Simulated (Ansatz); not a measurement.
Litharge PbO, treated with r²SCAN-D4 (Ansatz, a first-principles code, plane waves, PAW).

Rigid layers of the crystal as relaxed at this level are moved apart or together:

| run | k mesh | layer repeat (Å) | energy against free layers (meV/Å²) | gap on the mesh (eV) |
|---|---|---|---|---|
| 1 | 8×8×8 | 4.72 | -15.69 | 1.292 |
| 2 | 8×8×8 | 4.87 | -17.48 | 1.417 |
| 3 | 8×8×8 | 5.02 | -18.31 | 1.550 |
| 4 | 8×8×8 | 5.22 | -18.33 | 1.740 |
| 5 | 8×8×6 | 5.52 | -16.95 | 2.037 |
| 6 | 8×8×6 | 6.02 | -13.24 | 2.262 |
| 7 | 8×8×6 | 7.02 | -6.75 | 2.340 |
| 8 | 8×8×4 | 9.02 | -1.71 | 2.792 |

The lowest energy of these points lies at a layer repeat of 5.22 Å.

Spin–orbit coupling is not included.
